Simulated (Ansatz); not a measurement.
`CC(N)F` + H₂ → `CCN` + H–F at 298.15 K and 1 bar (hydrogenolysis of a C–F bond).

Calculated with Ansatz (gas phase, PBE0-D4/def2-TZVP geometries, no zero-point term in ΔE). CCSD(T)/CBS is the MP2 limit (def2-TZVPP, def2-QZVPP) plus CCSD(T) − MP2 in def2-TZVPP, frozen cores. This one scheme is used for every species. Each species was taken in one conformer, which may not be the lowest.

```csv
species,CCSD(T)/CBS energy (Eh),H − E (kJ/mol),S (J/(mol·K))
`CC(N)F`,-234.21706,240.0,287.8
H₂,-1.17544,35.1,130.4
`CCN`,-135.01652,257.8,271.6
H–F,-100.39570,33.5,173.6
```

H − E and S are ideal-gas, rigid-rotor, harmonic terms from PBE0-D4/def2-TZVP, for one conformer and one mirror image of each species. The MP2-based limit puts H₂ 0.8 mEh under its directly extrapolated value; such offsets cancel only in part. 1 Eh = 2625.50 kJ/mol, R = 8.31446 J/(mol·K).

By hand: ΔE, ΔH, ΔS and ΔG.

ΔE = (-135.01652) + (-100.39570) − (-234.21706) − (-1.17544) = -0.01972 Eh = -51.8 kJ/mol. Δ(H − E) = 257.8 + 33.5 − 240.0 − 35.1 = 16.2, so ΔH = -35.6 kJ/mol. ΔS = 271.6 + 173.6 − 287.8 − 130.4 = 27.0 J/(mol·K). ΔG = -35.6 − 298.15 × (27.0)/1000 = -43.7 kJ/mol.

By hand: the equilibrium constant, and the temperature at which ΔG would vanish if ΔH and ΔS stayed fixed.

log₁₀ K = −ΔG/(RT ln 10) = 7.7. ΔH and −TΔS have one sign here, so there is no such temperature.

ΔH outweighs TΔS. A doubt of 5 kJ/mol in ΔE shifts log₁₀ K by 0.9 here. Other conformers and mirror images would add mixing entropy, several J/(mol·K) or more a flexible species. These are equilibria of isolated gas molecules and say nothing of rates. Largest T1 diagnostic: 0.010 (customary marks: 0.02 for closed shells, 0.045 for open ones).
